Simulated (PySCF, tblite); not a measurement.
**CH₃NSi, a small molecule taken as a stand-in for a surface group (silyl): NMR shifts, core binding energies and electronic excitations**

What NMR shifts, core binding energies and electronic excitations should one expect for `N#C[SiH3]`?

Programs: tblite 0.8.0 and PySCF 2.14.0. All values are calculated, for the isolated system unless a continuum is named. Atoms count from 0, parts from 1.

### Step 1. The system as given

6 atoms, charge 0, multiplicity 1; geometry: distance geometry start.

### Step 2. Geometry optimisation with GFN2-xTB

What the job is given:

```
{"job": {"kind": "relax", "xc": "GFN2-xTB", "basis": "xTB"}, "charge": 0, "multiplicity": 1}
Si    -0.149377    -0.396767    -1.656092
C      0.229950    -0.927409     0.059128
N      0.734368    -1.251909     1.371340
H      0.747202     0.595951    -2.061551
H     -0.022491    -1.517065    -2.537050
H     -1.487550     0.086162    -1.740654
```

Level: GFN2-xTB geometry optimisation, gas phase.

Started as:

```bash
OMP_NUM_THREADS=1 python cluster_run.py task.json out
```

One launch serves the whole session: the jobs run in the order shown.

Standard output:

```text
step      E/eV     max force
  0    -221.82128   14.508
  1    -224.71615    1.853
  2    -224.79348    1.169
  3    -224.82487    1.838
  4    -224.84743    0.725
  5    -224.85901    0.659
  6    -224.89105    0.440
  7    -224.90609    0.308
  8    -224.90985    0.212
  9    -224.91182    0.158
 10    -224.91308    0.092
 11    -224.91347    0.061
 12    -224.91372    0.060
 13    -224.91406    0.091
 14    -224.91443    0.093
 15    -224.91468    0.053
 16    -224.91480    0.042
 17    -224.91490    0.049
 18    -224.91510    0.076
 19    -224.91538    0.081
 20    -224.91561    0.050
 21    -224.91567    0.022
 22    -224.91568    0.004
```

Wall time 0.37 s (1 thread of Arm Neoverse N1, shared host).

Relaxation path:

| step | energy from step 0 (eV) | largest force (eV/Å) |
| --- | --- | --- |
| 0 | 0.0000 | 14.5084 |
| 1 | -2.8949 | 1.8524 |
| 2 | -2.9722 | 1.1689 |
| 3 | -3.0036 | 1.8374 |
| 4 | -3.0262 | 0.7250 |
| 5 | -3.0377 | 0.6588 |
| 6 | -3.0698 | 0.4401 |
| 7 | -3.0848 | 0.3089 |
| 8 | -3.0886 | 0.2125 |
| 9 | -3.0905 | 0.1584 |
| 10 | -3.0918 | 0.0915 |
| 11 | -3.0922 | 0.0617 |
| 12 | -3.0924 | 0.0606 |
| 13 | -3.0928 | 0.0904 |
| 14 | -3.0932 | 0.0927 |
| 15 | -3.0934 | 0.0530 |
| 16 | -3.0935 | 0.0422 |
| 17 | -3.0936 | 0.0495 |
| 18 | -3.0938 | 0.0760 |
| 19 | -3.0941 | 0.0805 |
| 20 | -3.0943 | 0.0493 |
| 21 | -3.0944 | 0.0216 |
| 22 | -3.0944 | 0.0046 |

Close pairs (by a distance rule), those that changed most:

| bond | before (Å) | after (Å) | change (Å) |
| --- | --- | --- | --- |
| C1–N2 | 1.443 | 1.145 | -0.297 |
| Si0–H3 | 1.398 | 1.462 | +0.064 |
| Si0–H5 | 1.425 | 1.461 | +0.036 |
| Si0–C1 | 1.835 | 1.867 | +0.032 |
| Si0–H4 | 1.431 | 1.462 | +0.031 |

### Step 3. Geometry optimisation at PBE0-D3(BJ)/def2-SVP

What the job is given:

```
{"job": {"xc": "PBE0", "basis": "def2-SVP", "d3": "d3bj", "grid": 2, "kind": "geom", "shake": 0.01}, "charge": 0, "multiplicity": 1}
Si    -0.125144     0.138425    -0.563667
C      0.295447    -0.343395     1.171223
N      0.554462    -0.650290     2.233216
H      0.830221     1.217802    -0.947995
H     -0.004994    -1.042950    -1.399906
H     -1.528951     0.648403    -0.515961
```

Standard output:

```text
step   0  E = -383.72963995  max force = 0.059783
step   1  E = -383.73165294  max force = 0.002203
step   2  E = -383.73169078  max force = 0.000679
step   3  E = -383.73169395  max force = 0.000166
optimisation converged
```

Run time: 9.9 s. Hardware: 1 thread of Arm Neoverse N1, shared host; peak memory 0.34 GiB.

Step by step:

| step | energy from step 0 (eV) | largest force component (eV/Å) |
| --- | --- | --- |
| 0 | 0.0000 | 3.0742 |
| 1 | -0.0548 | 0.1133 |
| 2 | -0.0558 | 0.0349 |
| 3 | -0.0559 | 0.0085 |

Distances of close pairs at the start and the end, largest changes first:

| bond | before (Å) | after (Å) | change (Å) |
| --- | --- | --- | --- |
| Si0–H4 | 1.452 | 1.487 | +0.035 |
| C1–N2 | 1.135 | 1.159 | +0.024 |
| Si0–C1 | 1.849 | 1.858 | +0.009 |
| Si0–H5 | 1.494 | 1.487 | -0.007 |
| Si0–H3 | 1.492 | 1.487 | -0.005 |

The next job starts from the end point, and lists it.

| at the end point | value |
| --- | --- |
| point group (found at 0.08 Å tolerance) | C3v |
| rotational constants (GHz, main isotopes) | 83.278, 4.927, 4.927 |
| dipole moment (D) | 3.35 |

### Step 4. NMR shieldings: PBE0/pcSseg-2

What the job is given:

```
{"job": {"kind": "nmr", "xc": "PBE0", "basis": "pcSseg-2"}, "charge": 0, "multiplicity": 1}
Si    -0.145995     0.165415    -0.536233
C      0.296299    -0.355779     1.191769
N      0.567424    -0.674962     2.272947
H      0.805448     1.233295    -0.943472
H     -0.023306    -1.027457    -1.415712
H     -1.543719     0.672485    -0.509934
```

With the program's defaults for keys left out, this is: GIAO PBE0/pcSseg-2 NMR shielding, non-relativistic, gas phase.

Standard output:

```text
coarse grid: 5632 points
cycle   1  E = -383.9069968804  dE =  4.775e-02  |g| = 3.429e-01  |ddm| = 1.791e+00
cycle   2  E = -383.8009407443  dE =  1.061e-01  |g| = 7.617e-01  |ddm| = 5.384e-01
cycle   3  E = -383.9353969759  dE = -1.345e-01  |g| = 7.598e-02  |ddm| = 3.781e-01
cycle   4  E = -383.9365269086  dE = -1.130e-03  |g| = 2.281e-02  |ddm| = 5.978e-02
cycle   5  E = -383.9366459622  dE = -1.191e-04  |g| = 2.381e-03  |ddm| = 1.593e-02
cycle   6  E = -383.9366469939  dE = -1.032e-06  |g| = 4.415e-04  |ddm| = 2.055e-03
final grid: 50248 points
cycle   7  E = -383.9439974215  dE = -2.216e-05  |g| = 3.066e-03  |ddm| = 2.025e-02
cycle   8  E = -383.9439963740  dE =  1.048e-06  |g| = 3.746e-03  |ddm| = 4.731e-03
cycle   9  E = -383.9439990791  dE = -2.705e-06  |g| = 1.686e-03  |ddm| = 2.625e-03
cycle  10  E = -383.9439996947  dE = -6.156e-07  |g| = 1.528e-04  |ddm| = 7.618e-04
cycle  11  E = -383.9439996996  dE = -4.918e-09  |g| = 2.613e-05  |ddm| = 8.981e-05
cycle  12  E = -383.9439996997  dE = -8.623e-11  |g| = 4.702e-06  |ddm| = 1.997e-05
converged SCF energy = -383.9439996997

GIAO shielding tensors (ppm)
atom      isotropic    diamagn.    paramagn.     s11        s22        s33       span
  0 Si     440.220     877.594    -437.374    439.386    440.587    440.686      1.300
  1 C       58.582     264.328    -205.746    -56.163    -56.158    288.066    344.230
  2 N     -113.259     331.024    -444.282   -319.466   -319.407    299.097    618.563
  3 H       27.099      28.110      -1.011     24.209     25.446     31.640      7.431
  4 H       27.104      28.107      -1.003     24.214     25.446     31.651      7.438
  5 H       27.094      28.101      -1.007     24.205     25.446     31.632      7.427
```

It took 14 s on 1 thread of Arm Neoverse N1, shared host; peak memory 0.6 GiB.

Shifts follow as δ = σ(reference) − σ, with reference shieldings (ppm) from runs at the same level and on the same kind of geometry: ¹H TMS 31.25, ¹³C TMS 184.1, ²⁹Si TMS 341.3, ¹⁵N NH3 261.7. The references are single molecules in the gas phase, so shifts against H2O, NH3, PH3, H3PO4 or CFCl3 are not on the usual liquid scales and can be off by tens of ppm. Atoms listed in one row are averaged.

| atoms | environment | σ (ppm) | δ (ppm) |
| --- | --- | --- | --- |
| C1 | carbon bonded to N, Si | 58.6 | 125.5 |
| H3, H4, H5 | hydrogen on a silicon bonded to C | 27.10 | 4.15 |
| Si0 | silicon bonded to C, 3 H | 440.2 | -98.9 |
| N2 | nitrogen bonded to C | -113.3 | 374.9 |

Charges from the same density, by scheme (e):

| atoms | Mulliken | IAO | Hirshfeld | ESP fit |
| --- | --- | --- | --- | --- |
| Si0 | 0.60 | 0.62 | 0.38 | 0.29 |
| C1 | -0.19 | -0.16 | -0.03 | 0.19 |
| N2 | -0.13 | -0.19 | -0.19 | -0.37 |

Mayer bond orders: Si0–C1 0.85, C1–N2 2.98.

### Step 5. X-ray photoelectron lines: SCAN, X2C

The job, as its differences from that of step 4:

```diff
@@ -1,2 +1,2 @@
-{"job": {"kind": "nmr", "xc": "PBE0", "basis": "pcSseg-2"}, "charge": 0, "multiplicity": 1}
+{"job": {"kind": "xps", "holes": 5}, "charge": 0, "multiplicity": 1}
 Si    -0.145995     0.165415    -0.536233
```

Method: delta-SCF UKS SCAN, pcX-2 on the ionised atom, pcseg-1 elsewhere, spin-free X2C.

Standard output:

```text
ground state, core basis on atom 0 (Si), 103 functions
  cycle   1  E = -384.73336700  |g| = 3.12e-01
  cycle   2  E = -384.59336825  |g| = 7.97e-01
  cycle   3  E = -384.75462344  |g| = 1.35e-01
  cycle   4  E = -384.75896072  |g| = 2.40e-02
  cycle   5  E = -384.75911611  |g| = 2.69e-03
  cycle   6  E = -384.75911866  |g| = 9.25e-04
  cycle   7  E = -384.75911924  |g| = 2.42e-04
  E(ground) = -384.75111839 Eh
hole in Si 2p of atom 0
  cycle   1  E = -380.44496031  |g| = 1.23e+00
  cycle   2  E = -380.07268854  |g| = 1.29e+00
  cycle   3  E = -380.28830601  |g| = 9.81e-01
  cycle   4  E = -380.74239218  |g| = 1.75e-01
  cycle   5  E = -380.75298450  |g| = 7.94e-02
  cycle   6  E = -380.75666365  |g| = 1.79e-02
  cycle   7  E = -380.75682997  |g| = 4.05e-03
  cycle   8  E = -380.75683941  |g| = 6.90e-04
  cycle   9  E = -380.75684030  |g| = 2.95e-04
  E(ion) = -380.76006994 Eh   <S^2> = 0.7519   hole on atom = 1.002   binding energy = 108.602 eV
  2p3/2 = 108.364 eV   2p1/2 = 108.988 eV
ground state, core basis on atom 1 (C), 92 functions
  cycle   1  E = -384.66932136  |g| = 6.12e-02
  cycle   2  E = -384.66910615  |g| = 4.14e-02
  cycle   3  E = -384.66851033  |g| = 6.56e-02
  cycle   4  E = -384.66948421  |g| = 7.06e-03
  cycle   5  E = -384.66950083  |g| = 5.91e-04
  cycle   6  E = -384.66950083  |g| = 1.28e-04
  E(ground) = -384.70513977 Eh
hole in C 1s of atom 1
  cycle   1  E = -373.39140666  |g| = 1.50e+00
  cycle   2  E = -372.23650665  |g| = 2.01e+00
  cycle   3  E = -373.67844094  |g| = 7.82e-01
  cycle   4  E = -373.81908693  |g| = 4.76e-01
  cycle   5  E = -373.92121489  |g| = 1.43e-01
  cycle   6  E = -373.93563325  |g| = 1.87e-02
  cycle   7  E = -373.93610716  |g| = 8.24e-03
  cycle   8  E = -373.93625319  |g| = 5.34e-03
  cycle   9  E = -373.93635625  |g| = 3.05e-03
  cycle  10  E = -373.93639499  |g| = 7.71e-04
  cycle  11  E = -373.93639618  |g| = 1.76e-04
  E(ion) = -373.96978028 Eh   <S^2> = 0.8283   hole on atom = 1.000   binding energy = 292.124 eV
ground state, core basis on atom 2 (N), 92 functions
  cycle   1  E = -384.67940261  |g| = 7.48e-02
  cycle   2  E = -384.67839652  |g| = 7.18e-02
  cycle   3  E = -384.67791224  |g| = 8.52e-02
  cycle   4  E = -384.67953142  |g| = 3.56e-03
  cycle   5  E = -384.67953394  |g| = 5.86e-04
  cycle   6  E = -384.67953323  |g| = 6.36e-05
  E(ground) = -384.71181427 Eh
hole in N 1s of atom 2
  cycle   1  E = -369.07557487  |g| = 1.84e+00
  cycle   2  E = -366.74863476  |g| = 2.58e+00
  cycle   3  E = -369.58164421  |g| = 5.17e-01
  cycle   4  E = -369.67577836  |g| = 3.67e-01
  cycle   5  E = -369.74741286  |g| = 2.58e-01
  cycle   6  E = -369.77457107  |g| = 3.64e-02
  cycle   7  E = -369.77542934  |g| = 9.90e-03
  cycle   8  E = -369.77561480  |g| = 6.87e-03
  cycle   9  E = -369.77569241  |g| = 3.07e-03
  cycle  10  E = -369.77570352  |g| = 7.35e-04
  cycle  11  E = -369.77570332  |g| = 1.43e-04
  E(ion) = -369.80754996 Eh   <S^2> = 0.8258   hole on atom = 1.000   binding energy = 405.566 eV
```

Run time: 11 s. Hardware: 1 thread of Arm Neoverse N1, shared host; peak memory 0.36 GiB.

Binding energies by hole, beside the orbital energy of the ground state; the difference holds orbital relaxation and, for a density functional, its self-interaction error:

| hole | stands for | environment | ΔSCF (eV; 2p as the shell's mean) | −ε (eV) | ⟨S²⟩ |
| --- | --- | --- | --- | --- | --- |
| Si2p on Si0 | Si0 | silicon bonded to C, 3 H | 108.57 | 97.4 | 0.752 |
| C1s on C1 | C1 | carbon bonded to N, Si | 292.12 | 274.5 | 0.828 |
| N1s on N2 | N2 | nitrogen bonded to C | 405.57 | 386.4 | 0.826 |

With the spin-orbit splitting: Si0 2p3/2 108.36, 2p1/2 108.99 eV. The table gives each 2p level as the mean over the whole 2p shell (two parts 2p3/2, one part 2p1/2), which differs a little from the single hole in the log.

### Step 6. Excited states and response: CAM-B3LYP/def2-SVPD

The job, as its differences from that of step 5:

```diff
@@ -1,2 +1,2 @@
-{"job": {"kind": "xps", "holes": 5}, "charge": 0, "multiplicity": 1}
+{"job": {"kind": "uv", "xc": "CAM-B3LYP", "basis": "def2-SVPD", "nstates": 6, "ntriplets": 2, "ip": true}, "charge": 0, "multiplicity": 1}
 Si    -0.145995     0.165415    -0.536233
```

Method: TDDFT CAM-B3LYP/def2-SVPD, vertical, gas phase, core orbitals frozen in the response.

Standard output:

```text
coarse grid: 5632 points
cycle   1  E = -383.8369360108  dE =  1.916e-02  |g| = 3.790e-01  |ddm| = 2.662e+00
cycle   2  E = -383.7673505308  dE =  6.959e-02  |g| = 7.080e-01  |ddm| = 1.037e+00
cycle   3  E = -383.8792409086  dE = -1.119e-01  |g| = 3.252e-02  |ddm| = 6.208e-01
cycle   4  E = -383.8796002136  dE = -3.593e-04  |g| = 1.539e-02  |ddm| = 1.046e-01
cycle   5  E = -383.8796613329  dE = -6.112e-05  |g| = 2.141e-03  |ddm| = 2.550e-02
cycle   6  E = -383.8796629183  dE = -1.585e-06  |g| = 4.578e-04  |ddm| = 5.181e-03
final grid: 50248 points
cycle   7  E = -383.9319133199  dE = -4.700e-06  |g| = 7.681e-04  |ddm| = 2.121e-02
cycle   8  E = -383.9319134263  dE = -1.063e-07  |g| = 5.202e-04  |ddm| = 3.229e-03
cycle   9  E = -383.9319134862  dE = -5.998e-08  |g| = 2.332e-04  |ddm| = 6.932e-04
cycle  10  E = -383.9319134967  dE = -1.049e-08  |g| = 5.389e-05  |ddm| = 2.536e-04
cycle  11  E = -383.9319134976  dE = -8.781e-10  |g| = 7.566e-06  |ddm| = 9.965e-05
converged SCF energy = -383.9319134976

Static polarisability (au): isotropic 42.771, principal 36.982 36.985 54.346

Singlet excitations
state   eV       nm        f      main configurations
  1   6.9856    177.5   0.00000   H->L+1 0.41, H-1->L 0.40
  2   7.3153    169.5   0.00275   H->L 0.27, H-1->L+1 0.27, H-1->L 0.15
  3   7.3156    169.5   0.00270   H-1->L 0.27, H->L+1 0.27, H-1->L+1 0.15
  4   8.3075    149.2   0.00593   H-2->L+1 0.86
  5   8.3080    149.2   0.00592   H-2->L 0.86
  6   8.9181    139.0   0.00227   H->L+3 0.52, H->L+2 0.32

Triplet excitations (Tamm-Dancoff, eV): 5.7563 6.2830
Vertical ionisation energy (delta-SCF) = 12.4343 eV
```

It took 22 s on 1 thread of Arm Neoverse N1, shared host; peak memory 0.41 GiB.

Frontier orbitals and where they lie:

| orbital | eV | atoms |
| --- | --- | --- |
| HOMO−3 | -12.62 | Si0 33 %, H3 18 %, C1 17 % |
| HOMO−2 | -12.01 | N2 72 %, C1 19 %, Si0 6 % |
| HOMO−1 | -11.26 | N2 38 %, C1 32 %, Si0 13 % |
| HOMO | -11.26 | N2 38 %, C1 32 %, Si0 13 % |
| LUMO | 0.49 | Si0 30 %, C1 27 %, N2 26 % |
| LUMO+1 | 0.49 | Si0 30 %, C1 27 %, N2 26 % |
| LUMO+2 | 0.77 | Si0 56 %, C1 13 %, H4 10 % |

With each of the 6 states as a Gaussian band of 0.4 eV half-width at 1/e, the curve within the window shown has maxima at 170 nm (ε 220), 150 nm (ε 490) L/(mol cm). Beyond the last state computed it falls off for lack of states. The curve at chosen wavelengths:

nm, ε (L/mol/cm) and a bar:
```
      135         55 ###
      137         89 #####
      140        150 #########
      142        211 #############
      144        297 ##################
      147        438 ###########################
      149        487 ##############################
      152        441 ###########################
      154        351 ######################
      156        254 ################
      159        154 #########
      161        135 ########
      163        146 #########
      166        189 ############
      168        213 #############
      170        222 ##############
      173        199 ############
      175        167 ##########
      177        130 ########
      180         78 #####
      182         51 ###
      185         24 #
      187         14 #
      189          7 
      192          3 
      194          1
```

Further results of this job:

| property | computed |
| --- | --- |
| dipole moment (D) | 3.61 |
| polarisability (Å³) | 6.34 |
| HOMO–LUMO gap (eV) | 11.75 |
| −ε(HOMO) (eV) | 11.26 |

### Step 7. What came out

| quantity | value |
| --- | --- |
| point group | C3v |
| rotational constants (main isotopes) | 83.28, 4.93, 4.93 GHz |
| ¹³C shifts against TMS (PBE0/pcSseg-2) | 125.5 ppm |
| ¹H shifts against TMS (PBE0/pcSseg-2, means over atoms taken as alike) | 4.15 ppm |
| ²⁹Si shifts against TMS (PBE0/pcSseg-2) | -98.9 ppm |
| ¹⁵N shifts against NH3 (PBE0/pcSseg-2) | 374.9 ppm |
| Si2p binding energies, SCAN/pcX-2 | Si0 108.57 eV |
| C1s binding energies, SCAN/pcX-2 | C1 292.12 eV |
| N1s binding energies, SCAN/pcX-2 | N2 405.57 eV |
| lowest singlet (CAM-B3LYP/def2-SVPD) | 6.99 eV (177 nm), f = 0.000 |
| brightest single state of those computed | state 4, 8.31 eV, f = 0.006 |
| lowest triplet | 5.76 eV |
| vertical ionisation energy (ΔSCF) | 12.43 eV |

The optimisation took 3 steps and gained 0.056 eV; among the close pairs (by a distance rule), Si0–H4 changed most, from 1.452 to 1.487 Å (PBE0/def2-SVP). At PBE0/pcSseg-2: The largest span, 619 ppm, is at N2, where the paramagnetic term is -444 ppm. The first singlet state (HOMO→LUMO+1 0.41, HOMO−1→LUMO 0.40) lies at 6.99 eV and is dark; of the 6 states computed, the strongest absorption comes from states 4 to 5 together at 8.31 eV. The lowest triplet lies 1.23 eV below the lowest singlet (triplets in Tamm-Dancoff, singlets in full TDDFT). ΔSCF puts the ionisation energy at 12.43 eV, 1.17 eV above −ε(HOMO).
